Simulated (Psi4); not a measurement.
**One shape, several levels: doublet BF−**

Wanted: a comparison of 4 runs (UB3LYP/6-31G*, U-wB97X-V/def2-TZVPPD, UDSD-PBEP86/def2-TZVPPD, UHSE06/def2-TZVPPD) of doublet BF−. 

The results are computed with Psi4 1.11.

### Step 1. The structure to begin with

The species is BF− (2 atoms), meant as a doublet with charge -1. SMILES of the parent species: `[B]F`. Geometry: relaxed at PBE0-D4/def2-TZVP. That shape belongs to the parent species and isn't relaxed for this state.

Bond lengths: B1–F2 1.263 Å.

### Step 2. Energy and forces at UB3LYP/6-31G(d) (Cartesian functions) (run 1)

Contents of calc.inp:

```
memory 2200 MB

molecule {
  -1 2
  B      0.00000000     0.00000000    -0.01766894
  F      0.00000000     0.00000000     2.36922523
  units au
  symmetry c1
  no_reorient
  no_com
}

set reference uks
set puream false
set e_convergence 1e-09
set d_convergence 1e-08
set scf_type pk
set dft_radial_points 99
set dft_spherical_points 590
set maxiter 100

result, w = gradient("b3lyp/6-31G*", return_wfn=True)
oeprop(w, "DIPOLE", "WIBERG_LOWDIN_INDICES", "QUADRUPOLE", title="B3LYP")
```

On the command line:

```
psi4 -n 1 calc.inp calc.out
```

calc.out:

```text
[...]
  Running in c1 symmetry.
[...]
  Nuclear repulsion =   18.852951490513714
[...]
  Multiplicity = 2
[...]
  Nalpha       = 8
  Nbeta        = 7
[...]
    Number of basis functions: 30
[...]
   @UKS iter   1:  -124.47997091671053   -2.20789e-01   1.32514e-02 ADIIS/DIIS
[...]
   @UKS iter  10:  -124.56279296409639   -4.12115e-13   3.55296e-09 DIIS
[...]
   @S^2 Observed:                7.523313535E-01
[...]
  @UKS Final Energy:  -124.56279296409639
   => Energetics <=
    Nuclear Repulsion Energy =             18.8529514905137141
    One-Electron Energy =                -213.6807934991584261
    Two-Electron Energy =                  82.2102481199995765
    DFT Exchange-Correlation Energy =     -11.9451990754512369
    Empirical Dispersion Energy =           0.0000000000000000
    VV10 Nonlocal Energy =                  0.0000000000000000
    Total Energy =                       -124.5627929640963885
[...]
  -Total Gradient:
     Atom            X                  Y                   Z
    ------   -----------------  -----------------  -----------------
       1        0.000000000000     0.000000000000     0.114053982533
       2       -0.000000000000     0.000000000000    -0.114054756775
[...]
 Multipole Moments:
 ------------------------------------------------------------------------------------
     Multipole            Electronic (a.u.)      Nuclear  (a.u.)        Total (a.u.)
 ------------------------------------------------------------------------------------
 L = 1.  Multiply by 2.5417464519 to convert [e a0] to [Debye]
 Dipole X            :          0.0000000            0.0000000            0.0000000
 Dipole Y            :          0.0000000            0.0000000            0.0000000
 Dipole Z            :        -20.8931405           21.2346824            0.3415419
 Magnitude           :                                                    0.3415419
 L = 2.  Multiply by 1.3450342976 to convert [e a0^2] to [Debye ang]
 Quadrupole XX       :         -9.8861539            0.0000000           -9.8861539
 Quadrupole XY       :         -1.1081836            0.0000000           -1.1081836
[...]
```

Run time: 3.9 s. Hardware: 1 thread of Intel Xeon 6975P-C (Granite Rapids), shared host; peak memory 0.3 GiB.

### Step 3. A single-point energy at U-wB97X-V/def2-TZVPPD (run 2)

Contents of bf.in:

```
memory 2.2 GB

molecule system {
  -1 2
  B      0.000000     0.000000    -0.009350
  F      0.000000     0.000000     1.253740
  symmetry c1
}

set {
  reference            uks
  puream               true
  e_convergence        1e-09
  d_convergence        1e-08
  scf_type             pk
  dft_radial_points    99
  dft_spherical_points 590
  maxiter              100
}

e_tot, wfn = energy('wb97x-v/def2-TZVPPD', return_wfn=True)
```

On the command line:

```
psi4 -i bf.in -o bf.out -n 1
```

bf.out:

```text
[...]
  Running in c1 symmetry.
[...]
  Nuclear repulsion =   18.852951476260600
[...]
  Multiplicity = 2
[...]
  Nalpha       = 8
  Nbeta        = 7
[...]
    Number of basis functions: 77
[...]
   @UKS iter   1:  -124.53701243510071   -5.04628e-01   5.28304e-03 ADIIS/DIIS
[...]
   @UKS iter  13:  -124.63065353638441   -2.24532e-12   3.46409e-09 DIIS
[...]
   @S^2 Observed:                7.541898063E-01
[...]
    Orbital Energies [Eh]
    ---------------------
    Alpha Occupied:
       1A    -24.570643     2A     -6.652559     3A     -1.160250
       4A     -0.476435     5A     -0.390293     6A     -0.383878
       7A     -0.134689     8A      0.045115
    Alpha Virtual:
       9A      0.201486    10A      0.242633    11A      0.260157
      12A      0.309658    13A      0.317549    14A      0.339092
      15A      0.345867    16A      0.346300    17A      0.384909
      18A      0.394376    19A      0.410523    20A      0.471141
      21A      0.494045    22A      0.503387    23A      0.549619
      24A      0.695751    25A      0.774764    26A      0.774971
[...]
  @UKS Final Energy:  -124.63065353638441
   => Energetics <=
    Nuclear Repulsion Energy =             18.8529514762605999
    One-Electron Energy =                -212.5863575534582992
    Two-Electron Energy =                  79.4187035149979295
    DFT Exchange-Correlation Energy =     -10.3785047962357329
    Empirical Dispersion Energy =           0.0000000000000000
    VV10 Nonlocal Energy =                  0.0625538220510757
    Total Energy =                       -124.6306535363844148
[...]
 Multipole Moments:
 ------------------------------------------------------------------------------------
     Multipole            Electronic (a.u.)      Nuclear  (a.u.)        Total (a.u.)
 ------------------------------------------------------------------------------------
 L = 1.  Multiply by 2.5417464519 to convert [e a0] to [Debye]
 Dipole X            :         -0.0000000            0.0000000           -0.0000000
 Dipole Y            :         -0.0000000            0.0000000           -0.0000000
 Dipole Z            :          1.8300703            0.3254674            2.1555378
 Magnitude           :                                                    2.1555378
[...]
```

Run time: 16 s. Hardware: 1 thread of Intel Xeon 6975P-C (Granite Rapids), shared host; peak memory 0.55 GiB.

Run 3 isn't shown in full; the table further down has it.

### Step 4. Energy and forces at UHSE06/def2-TZVPPD (run 4)

Contents of bf.py:

```python
import psi4

psi4.set_memory(2200000000)
psi4.set_num_threads(1)
psi4.set_output_file('bf.out', False)

molecule = psi4.geometry("""
-1 2
B      0.00000000     0.00000000    -0.01766894
F      0.00000000     0.00000000     2.36922523
units bohr
symmetry c1
""")

psi4.set_options({
    'reference': 'uks',
    'puream': True,
    'e_convergence': 1e-09,
    'd_convergence': 1e-08,
    'scf_type': 'pk',
    'dft_radial_points': 99,
    'dft_spherical_points': 590,
    'maxiter': 100,
})

E, wfn = psi4.gradient('hse06/def2-TZVPPD', return_wfn=True)
psi4.oeprop(wfn, 'WIBERG_LOWDIN_INDICES', 'MAYER_INDICES', 'QUADRUPOLE')
print('gradient / Eh bohr^-1')
print(E.np.round(6))
print(f'energy = {wfn.energy():.10f} Eh')
for k, v in sorted(psi4.core.scalar_variables().items()):
    print(f'{k:45s} {v:18.10f}')
```

On the command line:

```
python bf.py
```

bf.out:

```text
[...]
  Running in c1 symmetry.
[...]
  Nuclear repulsion =   18.852951490513714
[...]
  Multiplicity = 2
[...]
  Nalpha       = 8
  Nbeta        = 7
[...]
    Number of basis functions: 77
[...]
   @UKS iter   1:  -124.41504402704982   -2.66476e-01   6.24949e-03 DIIS/ADIIS
[...]
   @UKS iter  11:  -124.55438724452569   -1.17950e-11   9.67150e-09 DIIS
[...]
   @S^2 Observed:                7.554449446E-01
[...]
  @UKS Final Energy:  -124.55438724452569
   => Energetics <=
    Nuclear Repulsion Energy =             18.8529514905137141
    One-Electron Energy =                -212.5986531615399713
    Two-Electron Energy =                  80.4346624546127913
    DFT Exchange-Correlation Energy =     -11.2433480281122051
    Empirical Dispersion Energy =           0.0000000000000000
    VV10 Nonlocal Energy =                  0.0000000000000000
    Total Energy =                       -124.5543872445256852
[...]
  -Total Gradient:
     Atom            X                  Y                   Z
    ------   -----------------  -----------------  -----------------
       1        0.000000000049    -0.000000000144     0.073009377714
       2       -0.000000000049     0.000000000144    -0.072988718317
[...]
 Multipole Moments:
 ------------------------------------------------------------------------------------
     Multipole            Electronic (a.u.)      Nuclear  (a.u.)        Total (a.u.)
 ------------------------------------------------------------------------------------
 L = 1.  Multiply by 2.5417464519 to convert [e a0] to [Debye]
 Dipole X            :          0.0000000            0.0000000            0.0000000
 Dipole Y            :         -0.0000000            0.0000000           -0.0000000
 Dipole Z            :          1.8328213            0.3254674            2.1582887
 Magnitude           :                                                    2.1582887
 L = 2.  Multiply by 1.3450342976 to convert [e a0^2] to [Debye ang]
 Quadrupole XX       :        -16.0248334            0.0000000          -16.0248334
 Quadrupole XY       :         -1.4345970            0.0000000           -1.4345970
[...]
```

The script printed:

```text
gradient / Eh bohr^-1
[[ 0.       -0.        0.073009]
 [-0.        0.       -0.072989]]
energy = -124.5543872445 Eh
CURRENT ENERGY                                   -124.5543872445
CURRENT REFERENCE ENERGY                         -124.5543872445
DD SOLVATION ENERGY                                 0.0000000000
DFT FUNCTIONAL TOTAL ENERGY                      -124.5543872445
DFT TOTAL ENERGY                                 -124.5543872445
DFT VV10 ENERGY                                     0.0000000000
DFT XC ENERGY                                     -11.2433480281
GRID ELECTRONS ALPHA                                8.0000000076
GRID ELECTRONS BETA                                 7.0000000058
GRID ELECTRONS TOTAL                               15.0000000133
NUCLEAR REPULSION ENERGY                           18.8529514905
ONE-ELECTRON ENERGY                              -212.5986531615
PCM POLARIZATION ENERGY                             0.0000000000
PE ENERGY                                           0.0000000000
SCF ITERATION ENERGY                             -124.5543872445
SCF ITERATIONS                                     11.0000000000
SCF TOTAL ENERGY                                 -124.5543872445
TWO-ELECTRON ENERGY                                80.4346624546
XC GRID RADIAL POINTS                              99.0000000000
XC GRID SPHERICAL POINTS                          590.0000000000
XC GRID TOTAL POINTS                           114781.0000000000
```

Wall time 14 s (1 thread of Intel Xeon 6975P-C (Granite Rapids), shared host); peak memory 0.55 GiB.

### Step 5. The series

```
run                                                      level      task  Cartesian functions  frozen core orbitals  energy (Eh)  HOMO energy (eV)  LUMO energy (eV)   ⟨S²⟩  wall time
  1                        UB3LYP/6-31G* (Cartesian functions)  gradient                  yes                     0  -124.562793              5.82              7.89  0.752      3.9 s
  2                                      U-wB97X-V/def2-TZVPPD    energy                   no                     0  -124.630654              1.23              5.48  0.754       16 s
  3  UDSD-PBEP86/def2-TZVPPD (density fitting for correlation)    energy                   no                     2  -124.490230              1.73              5.05  0.761        6 s
  4                                         UHSE06/def2-TZVPPD  gradient                   no                     0  -124.554387              3.47              4.03  0.755       14 s
```

### Step 6. Outcome

```
                                 quantity          value
                      run 4: total energy  -124.55439 Eh
run 4: HOMO energy (highest over α and β)        3.47 eV
 run 4: LUMO energy (lowest over α and β)        4.03 eV
                              run 4: ⟨S²⟩          0.755
          run 4: largest force on an atom     3.754 eV/Å
```

What this shows: Totals of different functionals can't be ranked against each other. In runs 1, 2, 3, 4 the HOMO lies above zero, so the outermost electron may be held by the basis alone. All runs together took 40 s, the longest 16 s.
